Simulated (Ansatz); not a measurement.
Geometry optimisation, RKS PBE0-D4/def2-SVPD in Ansatz 0.2.0.

Input file:

```yaml
crystal:
  periodic: [false, false, false]
  atoms:
    - { symbol: B, position_ang: [-0.5838, -0.2446, -0.4434] }
    - { symbol: C, position_ang: [0.5679, 0.2669, 0.4236] }
    - { symbol: S, position_ang: [0.66318, 1.65619, 0.62859] }
    - { symbol: H, position_ang: [-0.7345, -1.3359, -0.6876] }
    - { symbol: H, position_ang: [-1.3769, 0.5931, -0.9173] }
    - { symbol: H, position_ang: [1.29686, -0.41988, 0.88589] }
basis:
  gaussian: { orbitals: def2-SVPD }
hamiltonian:
  xc: pbe0
  dispersion: d4
relax:
  f_tol: 0.015
  max_steps: 40
```

Command:

```bash
$ ansatz run input.yaml --threads 1 --pin off --max-ram 2048MiB --backend cpu --events-out ev --progress --plain --runs-dir out
```

Task: Where does it end, and by what steps?

Result: It converged. After 15 steps the energy has fallen by 2.067 eV; H4 moved furthest, 1.05 Å. The start is strongly strained (largest force component 17 eV/Å). Joined: B1–S3.

| step | energy less start (eV) | largest force component (eV/Å) | accepted |
| --- | --- | --- | --- |
| 0 | 0.0000 | 16.636 | yes |
| 1 | -1.3649 | 5.917 | yes |
| 2 | -1.6749 | 0.865 | yes |
| 3 | -1.6840 | 0.960 | yes |
| 4 | -1.6987 | 0.326 | yes |
| 5 | -1.7347 | 0.407 | yes |
| 6 | -1.7378 | 1.067 | yes |
| 7 | -1.8572 | 0.258 | yes |
| 8 | -1.9005 | 0.260 | yes |
| 9 | -1.9560 | 0.490 | yes |
| 10 | -1.8842 | 1.543 | no |
| 11 | -2.0054 | 0.547 | yes |
| 12 | -2.0372 | 0.535 | yes |
| 13 | -2.0542 | 0.452 | yes |
| 14 | -2.0670 | 0.062 | yes |
| 15 | -2.0672 | 0.011 | yes |

```xyz
6
Properties=species:S:1:pos:R:3
B -0.607 -0.139 -0.388
C 0.763 0.119 0.242
S 0.070 1.317 1.102
H -1.328 -0.978 0.095
H -0.880 0.386 -1.439
H 1.814 -0.188 0.278
```

Whether the end is a true minimum wasn't checked by a vibrational analysis.

Run time: 42 s on 1 CPU thread of a shared host.
